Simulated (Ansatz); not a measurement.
Energy needed to pull apart OCS (SMILES O=C=S), singlet, into free ground-state atoms, from the structure below (displaced at random from a GFN2-xTB minimum); no zero-point or spin–orbit terms; open-shell atoms are treated unrestricted, in their ground-state multiplicity.

```
atom    x (Å)    y (Å)    z (Å)
  O1   0.9332   0.7467   0.5253
  C2   0.0748   0.0568   0.0023
  S3  -0.9969  -0.6813  -0.6738
```

Program: Ansatz 0.2.0. Basis: def2-TZVPP. Cores are frozen in the correlated methods. B3LYP uses VWN-RPA correlation.

```json
{"method": "PBE-D4", "atomization energy (kcal/mol)": "352.5"}
{"method": "r2SCAN-D4", "atomization energy (kcal/mol)": "?"}
{"method": "PBE0-D4", "atomization energy (kcal/mol)": "329.9"}
{"method": "B3LYP-D4", "atomization energy (kcal/mol)": "325.7"}
{"method": "r2SCANh-D4", "atomization energy (kcal/mol)": "326.2"}
{"method": "wB97M-V", "atomization energy (kcal/mol)": "?"}
{"method": "HF", "atomization energy (kcal/mol)": "193.3"}
{"method": "MP2", "atomization energy (kcal/mol)": "336.4"}
{"method": "CCSD", "atomization energy (kcal/mol)": "298.7"}
{"method": "CCSD(T)", "atomization energy (kcal/mol)": "312.9"}
```

What does r2SCAN-D4 give? (An estimate is asked for; the value comes from the calculation.)

The calculation gives: 333.9 kcal/mol, which is about 21.0 kcal/mol more than CCSD(T)/def2-TZVPP.

What does wB97M-V give? (Judge from chemistry; the value comes from the calculation.)

The calculation gives: 327.8 kcal/mol, which is about 14.8 kcal/mol more than CCSD(T)/def2-TZVPP.

In triple zeta the MP2 and coupled-cluster atomization energies are still short of their basis limit by a few kcal/mol a bond, whereas those of the functionals are nearly converged, so these differences are not deviations from converged CCSD(T).

T1 diagnostic: at most 0.021.

For scale, one of the runs: CCSD(T)/def2-TZVPP forces, 104 basis functions (an equivalent command: `ansatz run in.yaml --threads 4`). The run took about 13 s on 4 CPU threads (shared host).
